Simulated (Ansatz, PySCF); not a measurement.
System: sum formula HOCl (charge 0, singlet). SMILES: ClO
Geometry: optimised at B3LYP-D3(BJ)/def2-TZVP (Ansatz, a first-principles code).

Property: vertical ionisation energy (to the doublet state of charge +1; each state is the SCF solution reached for its spin; for the doublet the Hartree-Fock reference is unstable and T1 is 0.021), in eV. Correlated levels leave the core frozen unless marked. Open shells are spin-unrestricted. Spin-orbit coupling is left out. No relativistic terms. CBS marks a two-point X^-3 extrapolation of the correlation energy; Hartree-Fock from the larger set. The program attaches cautions to a run behind CCSD/aug-cc-pV(D+d)Z: other roots. The program attaches cautions to a run behind CCSD/def2-SVPD: other roots. The program attaches cautions to a run behind CCSD/aug-cc-pV(T+d)Z: other roots. The program attaches cautions to a run behind CCSD(T)/aug-cc-pV(D+d)Z: other roots. The program attaches cautions to a run behind CCSD(T)/def2-SVPD: other roots. The program attaches cautions to a run behind CCSD(T)/aug-cc-pV(T+d)Z: other roots. The program attaches cautions to a run behind CCSD(T)/def2-TZVPPD: other roots.

```tsv
level	program	vertical ionisation energy (eV)
RI-HF/def2-TZVPPD	Ansatz	10.68
RI-HF/def2-QZVPPD	Ansatz	10.67
PBE/def2-TZVPD	Ansatz	10.93
B3LYP/def2-TZVPD	Ansatz	11.22
PBE0/def2-TZVPD	Ansatz	11.19
BHLYP/def2-TZVPD	Ansatz	11.35
M06-2X/def2-TZVPD	PySCF	11.46
wB97M-V/def2-TZVPD	Ansatz	11.28
wB97X-V/def2-TZVPD	Ansatz	11.30
B2PLYP/def2-TZVPD	Ansatz	11.12
RI-MP2/def2-TZVPPD	Ansatz	11.98
RI-MP2/CBS(aug-cc-pV(T+d)Z,aug-cc-pV(Q+d)Z)	Ansatz	12.17
RI-MP2/CBS(def2-TZVPPD,def2-QZVPPD)	Ansatz	12.15
CCSD/aug-cc-pV(D+d)Z	Ansatz	11.14
CCSD/def2-SVPD	Ansatz	11.23
CCSD/aug-cc-pV(T+d)Z	Ansatz	11.29
CCSD(T)/aug-cc-pV(D+d)Z	Ansatz	11.06
CCSD(T)/def2-SVPD	Ansatz	11.15
CCSD(T)/aug-cc-pV(T+d)Z	Ansatz	11.22
CCSD(T)/def2-TZVPPD	Ansatz	11.18
```

For comparison, minus the highest occupied orbital energy (PySCF): 8.40 eV at PW6B95/def2-TZVPD, 9.75 eV at CAM-B3LYP/def2-TZVPD, 9.18 eV at MN15/def2-TZVPD.
